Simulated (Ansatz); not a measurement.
# F3H: the cost of one run

Computed with Ansatz 0.2.0, Gaussian basis. Level: SPW92/6-31G.

## 1. Where the work starts

The start, a pair relaxed at PBE0-D4: SMILES `F.FF`, 4 atoms, charge 0, spin multiplicity 1.

Atoms are counted from 1 here; the program's logs count them from 0.

Bond lengths: F1–H2 0.921 Å, F3–F4 1.376 Å.

Coordinates:

```mol
F3H
  3D, bonds by distance, orders not assigned

  4  2  0  0  0  0  0  0  0  0999 V2000
    0.2152    0.1461   -1.8438 F   0  0
   -0.0017   -0.0309   -0.9660 H   0  0
    0.3066    0.3415    1.7837 F   0  0
   -0.5200   -0.4566    1.0261 F   0  0
  1  2  8  0
  3  4  8  0
M  END
```

## 2. The run

The input, md/in.yaml:

```yaml
crystal:
  periodic: [false, false, false]
  atoms:
    - {symbol: F, position_ang: [0.215190, 0.146063, -1.843845]}
    - {symbol: H, position_ang: [-0.001742, -0.030943, -0.966020]}
    - {symbol: F, position_ang: [0.306552, 0.341514, 1.783697]}
    - {symbol: F, position_ang: [-0.520000, -0.456634, 1.026069]}
basis:
  gaussian: {orbitals: 6-31G}
hamiltonian: {xc: lda}
md: {n_steps: 30, timestep: 0.5, temperature: 200, ensemble: nve, seed: 735, initial_velocities: maxwell_boltzmann}
```

Started as:

```
$ ansatz run in.yaml --threads 2 --pin off --events-out ev --progress --plain --max-ram 5222MiB
```

**Question.** How long does this run take on 2 threads of Intel Xeon 6975P-C, shared host?

About 3.3 s.
